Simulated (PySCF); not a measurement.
## MgO: a base run and its variants

Base input, run as `OMP_NUM_THREADS=1 python input.py` with PySCF 2.14:

```python
from pyscf import gto, dft

mol = gto.M(
    atom='Mg 0 0 0; O 0 0 1.818',
    basis='aug-cc-pvdz',
    charge=0,
    spin=0,
    verbose=4,
)
mf = dft.RKS(mol, xc='b3pw91')
mf.kernel()
mf.stability(internal=True, external=True)
mf.dip_moment()
print('orbital energies (hartree):', mf.mo_energy[..., max(0, mol.nelec[1]-3):mol.nelec[0]+3].round(4))
```

Base result: E(SCF) = -275.159209 Eh, 14 cycles, μz(SCF) = -7.67 D, internal stable; real -> complex stable; RHF/RKS -> UHF/UKS unstable. At this level a UKS run with spin=2 ends 0.29 eV lower; the true order of the states can differ. The stability test finds a lower solution, so these numbers belong to a saddle point. The bond length is a typed value, not an optimised one.

It ran on Arm Neoverse N1 (1 thread, shared host) in 10 s, peak memory 0.22 GiB.

Each row names what differs from the base; energies in brackets are changes from the base.

```tsv
change	result	wall time (s)
step after the SCF: stability → optimize	E(SCF) = -275.159209 Eh (+0.0000 eV), 14 cycles, all at the start geometry; optimised bond 1.751 Å with E = -275.160938 Eh after 5 steps	15
geometry: bond 1.818 → bond 2.272	E(SCF) = -275.110201 Eh (+1.3336 eV), 14 cycles, μz(SCF) = -7.76 D, internal stable; real -> complex unstable; RHF/RKS -> UHF/UKS unstable	10
spin (2S): 0 → 2; SCF type: RKS → UKS [a high spin state]	E(SCF) = -275.170012 Eh (-0.2940 eV), 9 cycles, ⟨S²⟩ = 2.004, μz(SCF) = -2.94 D, internal unstable; real -> complex stable	20
length unit: angstrom → bohr [unsound on purpose]	E(SCF) = -273.934532 Eh (+33.3251 eV), 11 cycles, μz(SCF) = 0.12 D, internal stable; real -> complex stable; RHF/RKS -> UHF/UKS unstable	11
step after the SCF: stability → eomee; SCF type: RKS → RHF; functional: b3pw91 → none (Hartree–Fock); frozen orbitals: default → 2; number of roots: default → 5	E(SCF) = -274.354839 Eh, 12 cycles, E(CCSD) − E(SCF) = -0.27760 Eh, μz(SCF) = -8.67 D, excitation roots 0.281, 0.281, 0.281, 0.281, 0.597, 0.597 eV	15
basis set: aug-cc-pvdz → x2c-svpall; spin-free X2C: off → on	E(SCF) = -275.369752 Eh, 14 cycles, μz(SCF) = -7.25 D, internal stable; real -> complex stable; RHF/RKS -> UHF/UKS unstable	6.7
spin (2S): 0 → 4; SCF type: RKS → UKS [a high spin state]	E(SCF) = -274.958027 Eh (+5.4744 eV), 8 cycles, ⟨S²⟩ = 6.003, μz(SCF) = 2.49 D, internal stable; real -> complex stable	17
point-group symmetry: off → on	E(SCF) = -275.159209 Eh (+0.0000 eV), 14 cycles, μz(SCF) = -7.67 D, internal stable; real -> complex stable; RHF/RKS -> UHF/UKS unstable (rotations that keep the point group only)	9.2
functional: b3pw91 → o3lyp	E(SCF) = -275.193050 Eh, 14 cycles, μz(SCF) = -7.56 D, internal stable; real -> complex stable; RHF/RKS -> UHF/UKS unstable	9.6
step after the SCF: stability → mp2; SCF type: RKS → RHF; functional: b3pw91 → none (Hartree–Fock); frozen orbitals: default → 2	E(SCF) = -274.354839 Eh, 12 cycles, E(MP2) − E(SCF) = -0.29198 Eh, μz(SCF) = -8.67 D	1.5
Cartesian functions: off → on	E(SCF) = -275.161585 Eh (-0.0647 eV), 13 cycles, μz(SCF) = -7.68 D, internal stable; real -> complex stable; RHF/RKS -> UHF/UKS unstable	11
PCM solvent, dielectric constant: none → 4.71; step after the SCF: stability → analyze	E(SCF) = -275.214047 Eh (-1.4922 eV), 12 cycles, μz(SCF) = -12.38 D	5.9
geometry: bond 1.818 → bond 10 [unsound on purpose] [stretched restricted solution, likely unstable]	not converged: SCF after 50 cycles	14
electric field along z (a.u.): none → 0.001	E(SCF) = -275.156229 Eh (+0.0811 eV), 14 cycles, μz(SCF) = -7.48 D, internal stable; real -> complex stable; RHF/RKS -> UHF/UKS unstable	10
charge: 0 → 1; spin (2S): 0 → 1; SCF type: RKS → UKS [another spin of the ion may lie lower]	E(SCF) = -274.882694 Eh (+7.5243 eV), 11 cycles, ⟨S²⟩ = 0.763, internal unstable; real -> complex stable	22
electric field along z (a.u.): none → 0.005	E(SCF) = -275.145076 Eh (+0.3846 eV), 14 cycles, μz(SCF) = -6.69 D, internal stable; real -> complex stable; RHF/RKS -> UHF/UKS unstable	9.6
basis set: aug-cc-pvdz → cc-pvdz-dk; spin-free X2C: off → on	E(SCF) = -275.507138 Eh, 14 cycles, μz(SCF) = -6.49 D, internal stable; real -> complex stable; RHF/RKS -> UHF/UKS unstable	6.7
integration grid: default → 0 [unsound on purpose]	E(SCF) = -275.163331 Eh (-0.1122 eV), 14 cycles, μz(SCF) = -7.68 D, internal stable; real -> complex stable; RHF/RKS -> UHF/UKS unstable	2.7
geometry: bond 1.818 → bond 0.1 [unsound on purpose]	E(SCF) = 16.939896 Eh, 14 cycles, μz(SCF) = 2.85 D, internal stable; real -> complex stable; RHF/RKS -> UHF/UKS unstable	9.2
functional: b3pw91 → pbe0	E(SCF) = -275.031944 Eh, 14 cycles, μz(SCF) = -7.77 D, internal stable; real -> complex stable; RHF/RKS -> UHF/UKS unstable	10
```

Question: Order these changes by how far they move the SCF energy from the base, largest first: (1) PCM solvent, dielectric constant: none → 4.71; step after the SCF: stability → analyze; (2) electric field along z (a.u.): none → 0.001; (3) electric field along z (a.u.): none → 0.005; (4) geometry: bond 1.818 → bond 2.272.

Answer: (1) -1.4922 eV, (4) +1.3336 eV, (3) +0.3846 eV, (2) +0.0811 eV.
